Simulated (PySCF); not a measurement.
**SiB: from the state search to spectroscopic constants**

One job finds the state of SiB, follows it along the bond with each method and fits the curves.

Method: Si jorge-DZP-DKH, B jorge-DZP-DKH, spin-free X2C with a Gaussian nucleus; program: PySCF 2.14.0.

## 1. Input

Settings of the job:

| Quantity | Value |
| --- | --- |
| atoms | Si, B |
| charge | 0 |
| basis | Si jorge-DZP-DKH, B jorge-DZP-DKH |
| Hamiltonian | spin-free X2C with a Gaussian nucleus |
| basis functions | 39 |
| electrons treated | 19 |
| masses in u | 27.9769, 11.0093 |
| levels | PBE0, PBE, r²SCAN, LDA, M06, M06-2X, HF, MP2, SCS-MP2, CCSD, CCSD(T) |
| grid | 80 radial by 434 angular points |
| occupations | held fixed by the projection of orbital angular momentum |
| dissociation limit | Si + B, each in its ground configuration |
| starting distance in angstrom | 1.930 |
| values of 2S to try | 1, 3 |

The run is started by

```console
$ OMP_NUM_THREADS=1 python dia.py task.json out
```

Further steps of the session: The PBE0 curve of the state that the search chose; Excited determinants; PBE (GGA); r²SCAN (meta-GGA); LDA (local density); M06 (hybrid meta-GGA); M06-2X (hybrid meta-GGA); UHF (mean field); Correlated methods on the Hartree–Fock reference.

Before running it: what results should come out? Wanted: for each run, Re; ωe; De; μ.

As calculated:

Lowest PBE0 solution found, without spin–orbit coupling: ⁴Σ⁻ (quartet), unpaired electrons σ ↑, π ↑↑. State 2 has its PBE0 minimum 0.34 eV higher, as a spin-mixed determinant (⟨S²⟩ = 1.77), so this is no gap between pure states. State 3 has its PBE0 minimum 0.40 eV higher, as a spin-mixed determinant (⟨S²⟩ = 1.76), so this is no gap between pure states. State 4 has its PBE0 minimum 1.11 eV higher. The other levels ran on the lowest alone.

```
      level  Re (Å)  ωe (cm⁻¹)  De (eV)  μ (D)
        UHF   1.879        853     2.27  -0.06
    UHF-MP2   1.929        750     3.01    n/a
UHF-SCS-MP2   1.926        743     2.65    n/a
   UHF-CCSD   1.938        728     2.73    n/a
UHF-CCSD(T)   1.950        713     2.89    n/a
        LDA   1.929        736     4.18  -0.78
        PBE   1.945        718     3.67  -0.62
     r²SCAN   1.926        757     3.62  -0.32
       PBE0   1.920        760     3.46  -0.46
        M06   1.922        740     3.43  -0.57
     M06-2X   1.905        779     3.48  -0.63
```

De is counted to Si + B in their ground configurations. A positive dipole means Si(−)B(+).

The methods spread over 0.072 Å in bond length, from UHF to UHF-CCSD(T). Among the levels with a De in the table, it runs from 2.27 eV (UHF) to 4.18 eV (LDA).

Correlated steps freeze 6 core orbitals. T1 is 0.043 near the minimum (highest on the curve 0.051), which may point to more than one leading configuration.
